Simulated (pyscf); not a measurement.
Structures and frequencies: ωB97X-D3(BJ)/def2-SVP in PySCF. MP2 and CC: frozen core, UHF for open shells. ΔMP2 is the change of the MP2 total energy from the triple- to the quadruple-zeta basis.

PBE/def2-TZVP puts the barrier of HB=NH + H• → [HB–NH₂]• (addition; doublet surface; none broken, H–N formed) at 3.3 kcal/mol and the reaction energy at -36.4 kcal/mol, from the separated reactants. What do r²SCAN/def2-TZVP, M06-2X/def2-TZVP, CCSD(T)/def2-TZVPP + ΔMP2(QZVPP) give on the same structures?

r²SCAN: ΔE‡ = 1.9 kcal/mol, ΔE = -40.6 kcal/mol; M06-2X: ΔE‡ = 9.1 kcal/mol, ΔE = -37.3 kcal/mol; CCSD(T): ΔE‡ = 9.5 kcal/mol, ΔE = -35.6 kcal/mol. PBE's barrier lies among them. Its reaction energy lies among theirs. This is the saddle that the search found; another between the same sides may lie lower. The CCSD(T) − MP2 part came from Ansatz, without density fitting, on the same reference.
